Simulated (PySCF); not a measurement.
# How methods differ on the ionisation energy of Cl

Cl [Ne] 3s2 3p5 (2P) → Cl⁺ [Ne] 3s2 3p4 (3P), as a difference of total energies. All numbers are calculated (PySCF 2.14, the non-relativistic Hamiltonian (point nucleus), in 6-31G*). Correlated levels: valence: [Ne] frozen. The calculations carry no spin-orbit coupling.

```json
{"method": "UHF", "ionisation energy (eV)": "11.782", "error (eV)": "-1.192"}
{"method": "PBE0", "ionisation energy (eV)": "12.942", "error (eV)": "-0.032"}
{"method": "M06-2X", "ionisation energy (eV)": "12.989", "error (eV)": "+0.015"}
{"method": "MP2 (valence)", "ionisation energy (eV)": "12.294", "error (eV)": "-0.680"}
{"method": "SCS-MP2 (valence)", "ionisation energy (eV)": "12.276", "error (eV)": "-0.698"}
{"method": "CCSD (valence)", "ionisation energy (eV)": "12.239", "error (eV)": "-0.735"}
{"method": "CCSD(T) (valence)", "ionisation energy (eV)": "12.249", "error (eV)": "-0.725"}
```

Reference: 12.974 eV (measured; NIST levels, between the centres of gravity of the two terms).

Errors of the correlated levels include the incompleteness of this basis and the frozen core.
